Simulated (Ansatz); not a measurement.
**C4H8: one structure at several levels**

An exercise on one series of results from a longer session: the logs are not shown, and one member is left open.

The runs use Ansatz 0.2.0, Gaussian basis; single points in def2-TZVPP.

Cores are frozen in the correlated methods.

### Where the work starts

12 atoms, charge 0, spin multiplicity 1.

Atoms are counted from 1 here; the program's logs count them from 0.

Bond lengths: C1–C2 1.490 Å, C1–H5 1.194 Å, C1–H6 1.022 Å, C2–C3 1.525 Å, C2–C4 1.482 Å, C3–H7 1.169 Å, C3–H8 1.063 Å, C3–H9 1.031 Å, C4–H10 0.989 Å, C4–H11 1.222 Å, C4–H12 1.184 Å. Angles: C2–C1–H5 117.1°, C2–C1–H6 120.8°, H5–C1–H6 121.9°, C1–C2–C3 115.0°, C1–C2–C4 124.6°, C3–C2–C4 120.3°, C2–C3–H7 112.5°, C2–C3–H8 116.8°, C2–C3–H9 108.5°, H7–C3–H8 98.0°, H7–C3–H9 107.2°, H8–C3–H9 113.2°, C2–C4–H10 111.1°, C2–C4–H11 108.1°, C2–C4–H12 106.4°, H10–C4–H11 112.8°, H10–C4–H12 109.9°, H11–C4–H12 108.3°.

Coordinates:

```xyz
12
charge 0, multiplicity 1
C    -0.9102    1.3177   -0.2285
C    -0.0901    0.0812   -0.0870
C     0.2178   -0.3264    1.3504
C     0.4885   -0.6797   -1.2195
H    -1.1765    1.6685   -1.3378
H    -1.2817    1.7967    0.5937
H    -0.7404   -0.6449    1.9402
H     0.5469    0.4423    2.0075
H     0.8489   -1.1416    1.3306
H    -0.2213   -1.0991   -1.7660
H     1.1974    0.0792   -1.8641
H     1.1772   -1.5171   -0.7436
```

The first run:

run/in.yaml reads:

```yaml
crystal:
  periodic: [false, false, false]
  atoms:
    - {symbol: C, position_ang: [-0.910200, 1.317700, -0.228500]}
    - {symbol: C, position_ang: [-0.090100, 0.081200, -0.087000]}
    - {symbol: C, position_ang: [0.217800, -0.326400, 1.350400]}
    - {symbol: C, position_ang: [0.488500, -0.679700, -1.219500]}
    - {symbol: H, position_ang: [-1.176500, 1.668500, -1.337800]}
    - {symbol: H, position_ang: [-1.281700, 1.796700, 0.593700]}
    - {symbol: H, position_ang: [-0.740400, -0.644900, 1.940200]}
    - {symbol: H, position_ang: [0.546900, 0.442300, 2.007500]}
    - {symbol: H, position_ang: [0.848900, -1.141600, 1.330600]}
    - {symbol: H, position_ang: [-0.221300, -1.099100, -1.766000]}
    - {symbol: H, position_ang: [1.197400, 0.079200, -1.864100]}
    - {symbol: H, position_ang: [1.177200, -1.517100, -0.743600]}
basis:
  gaussian: {orbitals: def2-TZVPP}
correlation: {method: ccsd_t}
```

Started as:

```sh
ansatz run in.yaml --threads 8 --pin off --events-out ev --progress --plain --max-ram 10444MiB
```

Steps of the session up to this table: CCSD(T)/def2-TZVPP; PBE0-D4/def2-TZVPP; wB97M-V/def2-TZVPP; r2SCAN-D4/def2-TZVPP; PBE-D4/def2-TZVPP; r2SCAN0-D4/def2-TZVPP; CAM-B3LYP-D4/def2-TZVPP.

One table of the session follows, with a row left open; its other results are not shown here.

| method | RMS force component (eV/Å) | dipole (D) |
| --- | --- | --- |
| PBE0-D4 | 2.584 | 0.73 |
| wB97M-V | 2.594 | 0.73 |
| r2SCAN-D4 | 2.518 | 0.78 |
| PBE-D4 | 2.483 | 0.73 |
| r2SCAN0-D4 | ? | ? |
| CAM-B3LYP-D4 | 2.603 | 0.74 |

Estimate the missing values for r2SCAN0-D4.

The run gave: RMS force component (eV/Å): 2.601; dipole (D): 0.77. In the column «RMS force component (eV/Å)» it lies between wB97M-V (2.594) and CAM-B3LYP-D4 (2.603).
